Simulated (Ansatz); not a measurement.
System: CH4N (charge 0, doublet). It need not be the lowest isomer of its formula. 
Geometry from a B3LYP-D3(BJ)/def2-TZVP (Ansatz, a quantum-chemistry and plane-wave program) optimisation:
```
C
H 1 1.0803
H 1 1.0803 2 118.78
N 1 1.3914 2 116.76 3 148.46
H 4 1.0089 1 115.75 2 172.11
H 4 1.0089 5 111.58 1 135.19
```
Charge 0, spin multiplicity 2.

Quantity: atomisation energy (electronic, to ground-state atoms), in kcal/mol. Cores are frozen in the correlated levels unless marked. Open shells are spin-unrestricted. Spin-orbit coupling is left out. No relativistic terms. The coupled-cluster limit lacks core correlation, which all-electron functionals hold. Basis-set limits of correlation are two-point, X^-3; Hartree-Fock from the larger set. [CCSD(T)-MP2]/basis is that difference in the basis named.

| level | program | atomisation energy (kcal/mol) |
|---|---|---|
| HF/STO-3G | Ansatz | 383.0 |

### Question
Predict the RI-MP2/CBS(aug-cc-pVTZ,aug-cc-pVQZ)+[CCSD(T)-MP2]/aug-cc-pVTZ result (Ansatz).

### Answer
481.7 kcal/mol
